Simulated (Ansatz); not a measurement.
in.yaml

```yaml
crystal:
  periodic: [false, false, false]
  atoms:
    - {symbol: H, position_ang: [-2.263773, 0.000000, 0.000000]}
    - {symbol: H, position_ang: [-1.518773, 0.000000, 0.000000]}
    - {symbol: B, position_ang: [0.217227, 0.000000, 0.000000]}
    - {symbol: H, position_ang: [0.726300, 0.000000, 1.077008]}
    - {symbol: H, position_ang: [0.726301, 0.000000, -1.077008]}
basis:
  gaussian: {orbitals: cc-pVDZ}
magnetization: {spin_polarized: false, initial_magnetization: 1}
correlation: {method: ccsdt_q, electrons: outside_noble_gas}
```

```sh
$ ansatz run in.yaml --threads 1 --pin off --events-out ev --progress --plain --max-ram 4096MiB --backend cpu
```

Problem. Roughly how long does this take on 1 thread of AMD EPYC 7R13, shared host, and how much host memory?

Solution. 4.9 s wall and 0.18 GiB.

```
588 factors; integrals over basis functions are off by at most 2.2e-7 eV
mean field evaluation 1: about -729.9362 eV, gradient 9.6e0 eV
mean field evaluation 2: about -729.9358 eV, gradient 9.6e0 eV
mean field evaluation 4: about -730.6879 eV, gradient 5.8e-1 eV
mean field evaluation 8: about -730.6941 eV, gradient 1.0e-3 eV
mean field evaluation 16: about -729.1127 eV, gradient 1.0e1 eV
mean field evaluation 32: about -729.9811 eV, gradient 5.1e-1 eV
mean field evaluation 64: about -730.6941 eV, gradient 4.7e-2 eV
mean field -730.69408484 eV, -26.8525123357 hartree, gradient 1.2e-6 eV, S^2 0.750000; 6 other end points of the search recorded, 0 dependent functions left out
mean field evaluation 96: about -730.7989 eV, gradient 8.4e-2 eV
determinant -730.69408484 eV, -26.8525123357 hartree, with singles and doubles -734.25176925 eV, -26.9832548260 hartree
determinant -729.98363880 eV, -26.8264039252 hartree, with singles and doubles -733.65682747 eV, -26.9613911192 hartree
1 core orbitals not correlated: weight in the atoms' cores, before any rotation towards them, 1.000 or more for the frozen orbitals, at most 0.000 for the correlated occupied ones
reference -730.69408484 eV, -26.8525123357 hartree; 4, 3 occupied and 29, 30 virtual orbitals, 588 factors
second order -2.72078682 eV of doubles, -0.05364389 eV of singles
cycle   1  -3.34198214 eV  change   -5.7e-1 eV  update   5.4e-2
cycle   2  -3.60185861 eV  change   -2.6e-1 eV  update   2.2e-2
cycle   3  -3.61584884 eV  change   -1.4e-2 eV  update   7.2e-3
cycle   4  -3.61841790 eV  change   -2.6e-3 eV  update   2.9e-3
cycle   5  -3.61759102 eV  change    8.3e-4 eV  update   1.0e-3
cycle   6  -3.61761314 eV  change   -2.2e-5 eV  update   3.5e-4
cycle   7  -3.61783869 eV  change   -2.3e-4 eV  update   1.5e-4
cycle   8  -3.61787648 eV  change   -3.8e-5 eV  update   5.2e-5
cycle   9  -3.61784779 eV  change    2.9e-5 eV  update   1.9e-5
cycle  10  -3.61784461 eV  change    3.2e-6 eV  update   7.2e-6
cycle  11  -3.61784733 eV  change   -2.7e-6 eV  update   3.0e-6
cycle  12  -3.61784732 eV  change    1.6e-8 eV  update   1.1e-6
cycle  13  -3.61784708 eV  change    2.4e-7 eV  update   4.7e-7
cycle  14  -3.61784656 eV  change    5.2e-7 eV  update   1.8e-7
perturbative correction -0.00098535 eV, -0.0000362109 hartree
Total energy: -734.31291675 eV, -26.9855019555 hartree
```

For the same geometry and basis full CI lies 0.3 meV lower.
